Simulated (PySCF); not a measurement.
Gas-phase reaction: 2 ethylsilane + C4H6 (butadiene) = 2 (CH3)3Si + 2 CH2

Method: PySCF energies plus ideal-gas RRHO corrections (1 bar). † marks an energy on the PBE0/def2-TZVP geometry and frequencies; other levels use their own. 6-31G* has spherical d functions here. Open shells (unrestricted): (CH3)3Si (multiplicity 2), CH2 (multiplicity 3); the rest are closed-shell singlets. B3LYP is the form with VWN-RPA correlation. (CH3)3Si: computed as isolated molecules; such fragments, hydroxides, amides, oligomers or adducts are transient or little studied in the gas. The harmonic model lacks anharmonicity and excited electronic states, which grow with temperature; levels with a mode under 35 cm⁻¹ are left out. Internal rotation in ethylsilane, C4H6 (butadiene), (CH3)3Si is treated as a harmonic vibration of one conformer, which makes the entropy rough.

```
level               ΔE electronic, kJ  ΔH°(298 K), kJ  ΔS°(298 K), J/K  ΔG°(1200 K), kJ
------------------  -----------------  --------------  ---------------  ---------------
B3LYP/6-31G*                      819             807              196              554
B3LYP/def2-TZVP†                  800             786              193              536
HF/6-31G*                         516             498              193              246
M06-2X/def2-TZVP†                 768             754              193              504
ωB97X-V/def2-TZVP†                824             810              193              561
```
ΔH° is lowest at HF/6-31G* and highest at ωB97X-V/def2-TZVP†. No reference value is set beside these.
